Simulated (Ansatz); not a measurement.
**Structure relaxation of Cu**

All numbers below come from DFT PBEsol, scalar-relativistic, plane waves, PAW in Ansatz 0.2.0. Cutoff 420 eV, Γ-centred k mesh, Gaussian smearing, no spin polarisation in the final step.

Cu was placed on the black phosphorus structure type (Cmce, No. 64), at a guessed volume.

```
CELL_PARAMETERS angstrom
1.41806 -4.49837 0.00000
1.41806 4.49837 0.00000
0.00000 0.00000 3.75292
ATOMIC_POSITIONS crystal
Cu 0.09800 0.90200 0.91000
Cu 0.59800 0.40200 0.59000
Cu 0.90200 0.09800 0.09000
Cu 0.40200 0.59800 0.41000
```

Cell and atoms relax at zero pressure; the relaxation can't lower the symmetry of the start. After a coarse first stage the cell is made exact in the group found at 0.06 Å.

Energies count from the standard state of Cu at the same level.

Problem. What does it relax into?

Solution. It ends in Fmmm (No. 69). Conventional cell: a = 2.516 Å, b = 4.205 Å, c = 8.994 Å. Around Cu lie 9 Cu at 2.38–2.52 Å.

```xyz
2
Lattice="0.0000 2.1023 4.4969 1.2581 0.0000 4.4969 1.2581 2.1023 0.0000" Properties=species:S:1:pos:R:3 pbc="T T T"
Cu    1.2581    2.1023    7.8036
Cu    1.2581    2.1023    1.1902
```

Problem. What are its volume, energy, density and gap?

Solution. The volume per atom is 11.89 Å³ and the density is 8.87 g/cm³. The energy over the standard structure is 0.18 eV/atom and the gap on the 26×26×26 mesh is 0 eV (a metal).

The final run used a 26×26×26 mesh on its 2-atom cell and 0.10 eV smearing. The k mesh leaves about 4 meV/atom of noise in metals. Symmetry constrained the relaxation, so the result can be a saddle point. The steps took roughly 7 core-minutes in all.

This form isn't the element's structure at ambient conditions.